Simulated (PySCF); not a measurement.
Molecule: SMILES C=CN=C=O, C$_{3}$H$_{3}$NO.

Structure with atom numbers: `[CH2:1]=[CH:2][N:3]=[C:4]=[O:5]`; H(Xn) means a hydrogen on atom n. Ha(C1) is cis to N3; Hb(C1) is trans to N3.

Geometry PBE0-D3(BJ)/def2-SVP throughout; GIAO in PySCF 2.14, gas phase, one conformer, non-relativistic; equivalent atoms averaged; functional PBE0.

Problem. How do the absolute shieldings σ depend on the basis set? (ppm; last column core-seconds on 1 thread of an Arm Neoverse V2, shared host)

Solution. 
```tsv
basis set	functions	C2	C4	C1	N3	O5	H(C2)	Ha(C1)	Hb(C1)	core-s
pcSseg-0	51	55.7	63.3	64.8	201.2	153.2	26.99	27.30	27.37	2.5
cc-pVDZ	85	71.9	80.0	81.8	212.3	186.9	25.83	26.09	26.09	4.5
aug-cc-pVDZ	142	69.8	71.8	81.2	212.3	187.6	25.53	26.00	25.95	8.2
cc-pVTZ	192	56.6	62.7	67.9	204.2	172.4	25.61	26.01	25.97	12
IGLO-III	205	49.0	56.4	60.5	201.0	168.6	25.64	26.06	26.05	12
```

Problem. Which nucleus moves most, in ppm?

Solution. O5 (carbonyl oxygen): from 153.2 ppm with pcSseg-0 to 187.6 ppm with aug-cc-pVDZ. The smallest spread is 1.31 ppm, at Ha(C1). Proton shifts span only some 12 ppm, so a few tenths of a ppm matter as much there as several ppm in carbon.

Problem. Taking the largest basis, IGLO-III (205 functions), as the yardstick, rank the others by their worst heavy-atom deviation.

Solution. cc-pVTZ 7.6 ppm (192 functions), pcSseg-0 15.4 ppm (51 functions), aug-cc-pVDZ 20.7 ppm (142 functions), cc-pVDZ 23.5 ppm (85 functions).

A small basis that lands close on one nucleus may do so by chance; judge by the trend and by all nuclei.
